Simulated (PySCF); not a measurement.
Stepwise substitution at one centre (Si F-Cl). All species are isolated molecules in the gas phase. Strings in code marks are SMILES.

The HOMO–LUMO gap from two functionals at the same geometries (PBE0-D3(BJ)/def2-TZVP), both in PySCF: PBE-D3(BJ)/def2-TZVP and ωB97X-D3(BJ)/def2-TZVP. 

```tsv
species	PBE-D3(BJ)/def2-TZVP (eV)
0 of 4 F replaced by Cl (`F[Si](F)(F)F`)	10.06
2 of 4 F replaced by Cl	7.50
3 of 4 F replaced by Cl (`F[Si](Cl)(Cl)Cl`)	6.89
4 of 4 F replaced by Cl	6.52
```

Problem. What does ωB97X-D3(BJ)/def2-TZVP give for each?

Solution. 
- 0 of 4 F replaced by Cl (`F[Si](F)(F)F`): 18.06
- 2 of 4 F replaced by Cl: 14.81
- 3 of 4 F replaced by Cl (`F[Si](Cl)(Cl)Cl`): 14.13
- 4 of 4 F replaced by Cl: 13.74
Over these rows, drawn at random from the members with no instability flagged (it was tested for open shells, ions and some series alone), PBE minus ωB97X-D3(BJ): mean -7.44 eV, from -8.00 eV to -7.22 eV.
